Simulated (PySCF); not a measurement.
# C2H3ClF3O: the cost of one run

Computed with tblite 0.8.0 and PySCF 2.14.0; each step states its level. No surroundings beyond the atoms listed, unless a continuum is named. Atoms count from 0, parts from 1.

9 further runs of the same task are left out: 9 set aside as unsound or not needed.

### 1 The system as given

10 atoms, charge -1, multiplicity 1; geometry: GFN2-xTB. Parts: 1 = atoms 0–8, `OCC(F)(F)F`, charge 0; 2 = atom 9, `[Cl-]`, charge -1.

### 2 Shielding tensors: PBE0/pcSseg-1

Job settings and geometry (Å):

```
{"job": {"kind": "nmr", "xc": "PBE0", "basis": "pcSseg-1", "pop": false, "iso": false}, "charge": -1, "multiplicity": 1, "parts": [{"atoms": "0-8", "charge": 0, "multiplicity": 1}, {"atoms": "9-9", "charge": -1, "multiplicity": 1}]}
O     -1.181000     0.663190    -0.051810
C     -0.168360    -0.202700    -0.423070
C      1.045380    -0.044600     0.483630
F      0.798180    -0.366730     1.769260
F      1.572260     1.182740     0.503480
F      2.053210    -0.872380     0.105400
H     -1.450740     1.124450    -0.904210
H     -0.482380    -1.256970    -0.332410
H      0.156250    -0.011450    -1.454440
Cl    -1.438470     1.532990    -2.790030
```

Method: GIAO PBE0/pcSseg-1 NMR shielding, non-relativistic, gas phase.

Launch:

```bash
$ OMP_NUM_THREADS=1 python cluster_run.py task.json out
```

This one command runs all jobs of the session in turn.

**Question.** How long does this first job take on 1 thread of Arm Neoverse V1, shared host, and how much memory does it need?

About 11 s, with a peak of 0.69 GiB.
